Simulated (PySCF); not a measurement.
Some computed properties have been withheld. Give your best values.

1,2-dimethyl-1,2-diazetidine, C4H10N2.
InChI=1S/C4H10N2/c1-5-3-4-6(5)2/h3-4H2,1-2H3

| property | level | value |
| --- | --- | --- |
| point group | PBE0-D3(BJ)/def2-SVP | ? |
| rotational constants A, B, C | PBE0-D3(BJ)/def2-SVP | 5.107, 3.846, 2.464 GHz |
| dipole moment | CAM-B3LYP/def2-SVPD | 0.68 D |
| HOMO energy | CAM-B3LYP/def2-SVPD | -7.05 eV |
| LUMO energy | CAM-B3LYP/def2-SVPD | 1.54 eV |
| lowest singlet excitation | TDDFT CAM-B3LYP/def2-SVPD | ? |
| strongest line among the 10 lowest singlet transitions | TDDFT CAM-B3LYP/def2-SVPD | ? |
| lowest triplet excitation (Tamm–Dancoff) | TDA CAM-B3LYP/def2-SVPD | 5.64 eV |
| static isotropic polarisability | CAM-B3LYP/def2-SVPD | 66.2 au |
| vertical ionisation energy | ΔSCF CAM-B3LYP/def2-SVPD | 7.77 eV |
| electronic spatial extent ⟨r²⟩ about the centre of nuclear charge | CAM-B3LYP/def2-SVPD | ? |
| 13C chemical shifts (computed TMS as zero) by class | GIAO PBE0/pcSseg-1 | 52.3 (2 C), 46.6 (2 C) ppm |
| 1H chemical shifts (computed TMS as zero) by class | GIAO PBE0/pcSseg-1 | 2.89 (4 H), 2.21 (6 H) ppm |
| isotropic shieldings of nuclei other than C and H, by class | GIAO PBE0/pcSseg-1 | ? |
| largest of the computed one-bond spin–spin couplings (means over like bonds) | B3LYP/pcJ-1, spin–dipole term left out for some pairs | ? |
| core binding energies | ΔSCF SCAN, pcX-2 on the ionised atom, pcseg-1 elsewhere, spin-free X2C | C1s 291.1 (×2), C1s 291.3 (×2), N1s 404.9 (×2) eV |

Electronic properties: PySCF, gas phase, density fitting. One conformer (not necessarily the lowest) at the PBE0-D3(BJ)/def2-SVP geometry, without solvent or vibrations. NMR classes are plain means over equivalent atoms (diastereotopic ones count apart unless rotation or inversion swaps them), as if these changed places fast; in this geometry the members of some classes differ.

**Question.** What are the largest of the computed one-bond spin–spin couplings (means over like bonds)?

**Answer.** 13C–1H +148.9 (×4), 13C–1H +138.7 (×6), 13C–13C +33.1, 15N–13C -3.1 (×2), 15N–15N -1.7, 15N–13C -0.4 (×2) Hz.

**Question.** The strongest line among the 10 lowest singlet transitions?

**Answer.** S4 at 6.91 eV (179 nm, f = 0.099).

**Question.** Give the electronic spatial extent ⟨r²⟩ about the centre of nuclear charge.

**Answer.** 579 bohr².

**Question.** The point group?

**Answer.** C2.

**Question.** Give the isotropic shieldings of nuclei other than C and H, by class.

**Answer.** 148 (2 N) ppm.

**Question.** The lowest singlet excitation?

**Answer.** 5.83 eV (213 nm, f = 0.000).

In atomic units the dipole is 0.27 e·bohr (1 au = 2.5417 D). The principal polarisabilities are 57.9, 67.9 and 72.7 au; their mean is the isotropic value. No computed singlet falls in the visible range (750 to 380 nm, 1.65 to 3.26 eV); S1 lies 2.57 eV above its blue end. The vertical singlet–triplet gap S1 − T1 is 0.19 eV (TDDFT singlet less Tamm–Dancoff triplet; S1: HOMO→LUMO, weight 0.95; T1: HOMO→LUMO, weight 0.90). The polarisability is 9.80 Å³ as a volume (1 au = 0.148185 Å³), or 1.38 au for each of the 48 electrons.

For the spin–spin coupling job (B3LYP/pcJ-1), on one thread of an Arm Neoverse V2, shared host with 96 logical CPUs at a one-minute load of 10, this took 39 s and 1.1 GiB of memory at its peak.
